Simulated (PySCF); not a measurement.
Compound: C6H6.
Structure used (GFN2-xTB), in Å, numbered top down from 1:
```xyz
12
C6H6 angstrom
C     -2.5395    0.0811    0.3429
C     -1.2471    0.3913    0.3537
C     -0.1779   -0.5803    0.3164
C      1.1001   -0.2427    0.3291
C      2.5158   -0.5466    0.3176
C      2.1718    0.7321    0.3671
H     -3.3078    0.8343    0.3722
H     -2.8729   -0.9430    0.3029
H     -0.9387    1.4286    0.3944
H     -0.4552   -1.6251    0.2750
H      3.2829   -1.2824    0.2893
H      2.4698    1.7521    0.4064
```

Method: PBE0/pcSseg-1 in PySCF (dipole) on a GFN2-xTB geometry, gas phase.

Take the most abundant isotopes and a rigid rotor. The values belong to one conformer with, in the numbering `[CH2:1]=[CH:2][CH:3]=[C:4]1[CH:5]=[CH:6]1`, C1–C2–C3–C4 180°.

(1) Give the principal moments of inertia and the rotational constants in cm⁻¹.

(2) Classify the top.

(3) Is it planar, by Δ = Ic − Ia − Ib?

(4) Which lines would a microwave search look for?

Results:

(1) Ia = 27.50, Ib = 276.05, Ic = 303.56 u·Å²; 505379 MHz·u·Å²/I gives 18375, 1831 and 1665 MHz, that is A = 0.61292, B = 0.06107, C = 0.05553 cm⁻¹.

(2) A near-prolate asymmetric top. Ray's parameter κ = (2B − A − C)/(A − C) = -0.980; −1 is the prolate and +1 the oblate limit.

(3) Planar: Δ = Ic − Ia − Ib = 0.00 u·Å². For a rigid frame Δ = −2 Σ m c², so it vanishes when all atoms lie in the ab plane; here none is more than 0.01 Å from it.

(4) The dipole components are |μa| = 2.91 D, |μb| = 0.44 D, |μc| = 0.00 D; the mirror of this Cs structure is the ab plane, so μc vanishes by symmetry and there are no c-type lines. The squared components, which scale the intensities, stand as 1.00 : 0.02 (a : b). Some lines, for components of 0.1 D or more:

```json
{"type": "a", "branch": "Q", "J(Ka,Kc)": "2(1,1) ← 2(1,2)", "MHz": "498", "lower level (cm⁻¹)": "0.896"}
{"type": "a", "branch": "Q", "J(Ka,Kc)": "4(1,3) ← 4(1,4)", "MHz": "1659", "lower level (cm⁻¹)": "1.693"}
{"type": "a", "branch": "R", "J(Ka,Kc)": "3(2,1) ← 2(2,0)", "MHz": "10492", "lower level (cm⁻¹)": "2.568"}
{"type": "a", "branch": "R", "J(Ka,Kc)": "4(1,4) ← 3(1,3)", "MHz": "13648", "lower level (cm⁻¹)": "1.238"}
{"type": "a", "branch": "R", "J(Ka,Kc)": "4(1,3) ← 3(1,2)", "MHz": "14312", "lower level (cm⁻¹)": "1.271"}
{"type": "b", "branch": "Q", "J(Ka,Kc)": "4(1,3) ← 4(0,4)", "MHz": "17472", "lower level (cm⁻¹)": "1.165"}
{"type": "b", "branch": "Q", "J(Ka,Kc)": "2(2,0) ← 2(1,1)", "MHz": "49634", "lower level (cm⁻¹)": "0.913"}
{"type": "b", "branch": "Q", "J(Ka,Kc)": "3(3,1) ← 3(2,2)", "MHz": "83136", "lower level (cm⁻¹)": "2.918"}
{"type": "b", "branch": "Q", "J(Ka,Kc)": "4(3,2) ← 4(2,3)", "MHz": "83140", "lower level (cm⁻¹)": "3.384"}
{"type": "b", "branch": "R", "J(Ka,Kc)": "4(3,1) ← 3(2,2)", "MHz": "97121", "lower level (cm⁻¹)": "2.918"}
{"type": "b", "branch": "Q", "J(Ka,Kc)": "4(4,1) ← 4(3,2)", "MHz": "116387", "lower level (cm⁻¹)": "6.158"}
{"type": "b", "branch": "R", "J(Ka,Kc)": "4(4,0) ← 3(3,1)", "MHz": "130372", "lower level (cm⁻¹)": "5.691"}
```

Not checked by GFN2-xTB frequencies. Constants of a rigid frame at the computed geometry: no zero-point averaging, no centrifugal distortion.
